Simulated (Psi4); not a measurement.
**CCSD(T)/pcseg-1 (sweep point 2) run of [NH2]− (SMILES [NH2-])**

Aim: the vertical ionisation energy of [NH2]− at CCSD(T)/pcseg-1 (sweep point 2), from 2 runs. 

The calculation is run with Psi4 1.11.

## (1) Starting point

The species is [NH2]− (3 atoms), meant as a singlet with charge -1. As SMILES, `[NH2-]`. Geometry: relaxed at PBE0-D4/def2-TZVPD.

Bond lengths: N1–H2 1.027 Å, N1–H3 1.027 Å. Angles: H2–N1–H3 101.8°.

## (2) A single-point energy at CCSD(T)/pcseg-1 (sweep point 2)

Contents of input.dat:

```
memory 1600 MB

molecule {
  -1 1
  N      0.342200    -0.203000     0.168700
  H      0.125500     0.801200     0.156000
  H     -0.467700    -0.598200    -0.324700
  units angstrom
  symmetry c1
}

set {
  basis           pcseg-1
  reference       rhf
  puream          true
  scf_type        pk
  num_frozen_docc 1
}

result, w = energy("ccsd(t)", return_wfn=True)
print_variables()
```

On the command line:

```
$ psi4 input.dat output.dat -n 1
```

output.dat:

```text
[...]
  Running in c1 symmetry.
[...]
  Nuclear repulsion =    7.542852415995356
[...]
  Multiplicity = 1
[...]
  Nalpha       = 5
  Nbeta        = 5
[...]
    Number of basis functions: 24
[...]
   @RHF iter   1:   -55.28965422035161   -4.72447e-01   2.63860e-02 ADIIS/DIIS
[...]
   @RHF iter  11:   -55.47985932405320   -6.39488e-14   1.24128e-09 DIIS
[...]
    Orbital Energies [Eh]
    ---------------------
    Doubly Occupied:
       1A    -15.137561     2A     -0.705642     3A     -0.236059
       4A     -0.088196     5A     -0.008109
[...]
  @RHF Final Energy:   -55.47985932405320
   => Energetics <=
    Nuclear Repulsion Energy =              7.5428524159953563
    One-Electron Energy =                 -93.6942891077680144
    Two-Electron Energy =                  30.6715773677194576
    Total Energy =                        -55.4798593240532014
[...]
 Multipole Moments:
 ------------------------------------------------------------------------------------
     Multipole            Electronic (a.u.)      Nuclear  (a.u.)        Total (a.u.)
 ------------------------------------------------------------------------------------
 L = 1.  Multiply by 2.5417464519 to convert [e a0] to [Debye]
 Dipole X            :          0.4036011           -0.9370214           -0.5334203
 Dipole Y            :         -0.2159417            0.5013879            0.2854462
 Dipole Z            :         -0.0000000           -0.0000000           -0.0000000
 Magnitude           :                                                    0.6049932
[...]
      * MP2 total energy                      =  -55.665440447048972
[...]
      * CCSD total energy                     =  -55.677443150468839
[...]
      * CCSD(T) total energy                  =  -55.680975460478301
[...]
```

Run time: 2.1 s. Hardware: 1 thread of Intel Xeon Platinum 8259CL at 2.50GHz (Skylake/Cascade Lake), shared host; peak memory 0.19 GiB.

## (3) Doublet neutral NH2 at the same level

Contents of job.dat:

```
memory 1.6 GB

molecule {
  0 2
  N      0.342200    -0.203000     0.168700
  H      0.125500     0.801200     0.156000
  H     -0.467700    -0.598200    -0.324700
  symmetry c1
}

set {
  basis pcseg-1
  reference uhf
  puream true
  scf_type pk
  num_frozen_docc 1
  maxiter 150
}

E = energy("ccsd(t)")
```

On the command line:

```
$ psi4 job.dat job.out -n 1
```

job.out:

```text
[...]
  Running in c1 symmetry.
[...]
  Nuclear repulsion =    7.542852415995356
[...]
  Multiplicity = 2
[...]
  Nalpha       = 5
  Nbeta        = 4
[...]
    Number of basis functions: 24
[...]
   @UHF iter   1:   -55.51366085155259   -6.96453e-01   1.03136e-02 DIIS/ADIIS
[...]
   @UHF iter  12:   -55.54920642084846   -2.62901e-13   4.41901e-09 DIIS
[...]
   @S^2 Observed:                7.572859743E-01
[...]
    Orbital Energies [Eh]
    ---------------------
    Alpha Occupied:
       1A    -15.582641     2A     -1.162870     3A     -0.641239
       4A     -0.509324     5A     -0.505926
    Alpha Virtual:
       6A      0.155636     7A      0.223607     8A      0.689002
       9A      0.824144    10A      0.831438    11A      0.875927
      12A      1.002270    13A      1.245783    14A      1.740740
      15A      1.741780    16A      1.877865    17A      2.320547
      18A      2.433189    19A      2.522363    20A      2.793371
      21A      2.803922    22A      3.126425    23A      3.471347
      24A      3.720978
[...]
  @UHF Final Energy:   -55.54920642084846
   => Energetics <=
    Nuclear Repulsion Energy =              7.5428524159953563
    One-Electron Energy =                 -90.1094781975743047
    Two-Electron Energy =                  27.0174193607304929
    Total Energy =                        -55.5492064208484564
  UHF NO Occupations:
  HONO-2 :    3  A 1.9990396
  HONO-1 :    4  A 1.9976592
[...]
 Multipole Moments:
 ------------------------------------------------------------------------------------
     Multipole            Electronic (a.u.)      Nuclear  (a.u.)        Total (a.u.)
 ------------------------------------------------------------------------------------
 L = 1.  Multiply by 2.5417464519 to convert [e a0] to [Debye]
 Dipole X            :          0.2049197           -0.9370214           -0.7321017
 Dipole Y            :         -0.1096414            0.5013879            0.3917465
 Dipole Z            :         -0.0000000           -0.0000000           -0.0000000
 Magnitude           :                                                    0.8303242
[...]
      * MP2 total energy                      =  -55.694384937626836
[...]
      * CCSD total energy                     =  -55.712832315956597
[...]
      * CCSD(T) total energy                     =  -55.715349953142692
[...]
```

Wall time 2.5 s (1 thread of Intel Xeon Platinum 8259CL at 2.50GHz (Skylake/Cascade Lake), shared host); peak memory 0.19 GiB.

## (4) What came out

At CCSD(T)/pcseg-1 (sweep point 2), 1 core orbital frozen:

```
                                                                       quantity         value
                                                   singlet [NH2]−: total energy  -55.68098 Eh
                            singlet [NH2]−: HOMO energy (Hartree–Fock orbitals)      -0.22 eV
                            singlet [NH2]−: LUMO energy (Hartree–Fock orbitals)      11.69 eV
          singlet [NH2]−: HOMO–LUMO gap (to an unbound level, set by the basis)      11.91 eV
                     singlet [NH2]−: correlation energy (1 core orbital frozen)    -201.1 mEh
                                                 singlet [NH2]−: (T) correction     -3.53 mEh
                                                  singlet [NH2]−: T1 diagnostic         0.006
                                              doublet neutral NH2: total energy  -55.71535 Eh
doublet neutral NH2: HOMO energy (Hartree–Fock orbitals) (highest over α and β)     -12.58 eV
 doublet neutral NH2: LUMO energy (Hartree–Fock orbitals) (lowest over α and β)       3.56 eV
                doublet neutral NH2: correlation energy (1 core orbital frozen)    -166.1 mEh
                                            doublet neutral NH2: (T) correction     -2.52 mEh
                         doublet neutral NH2: ⟨S²⟩ of the reference determinant         0.757
                                             doublet neutral NH2: T1 diagnostic         0.009
                            vertical detachment energy (to the doublet neutral)     -0.935 eV
```

**Reading.** The species is unbound against losing an electron at this level, by 0.94 eV (−90.3 kJ/mol); missing correlation or diffuse functions can give that sign where the real anion is bound. The triples (singlet [NH2]−) make up 1.8 % of the correlation energy. The triples (doublet neutral NH2) make up 1.5 % of the correlation energy.
